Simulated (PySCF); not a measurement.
# C: ionisation energy

C [He] 2s2 2p2 (3P) → C+ [He] 2s2 2p1 (2P), as a difference of total energies. All numbers are calculated (PySCF 2.14, scalar relativity by spin-free X2C-1e, in x2c-TZVPPall with one added diffuse shell each of s, p, d type (6s4p3d1f, 40 functions)). Correlated levels: valence: 1s2 frozen; valence and next inner shell: nothing frozen. The calculations carry no spin-orbit coupling.

```
                                method  ionisation energy (eV)
                                   UHF                  10.798
                                   LDA                  11.681
                                   PBE                  11.535
                                  PBE0                  11.510
                                r2SCAN                  11.664
                             BHandHLYP                  11.345
                                revPBE                  11.484
                                  TPSS                  11.452
                               wB97M-V                  11.305
                         MP2 (valence)                  11.242
                     SCS-MP2 (valence)                  11.114
    MP2 (valence and next inner shell)                  11.252
SCS-MP2 (valence and next inner shell)                  11.121
```

Task: How much does correlation contribute at MP2 (valence and next inner shell)?

Result: 11.252 − (10.798) = 0.454 eV, measured against UHF.

Errors of the correlated levels include the incompleteness of this basis and the frozen core.

For comparison: 11.262 eV (measured; NIST levels, between the centres of gravity of the two terms).
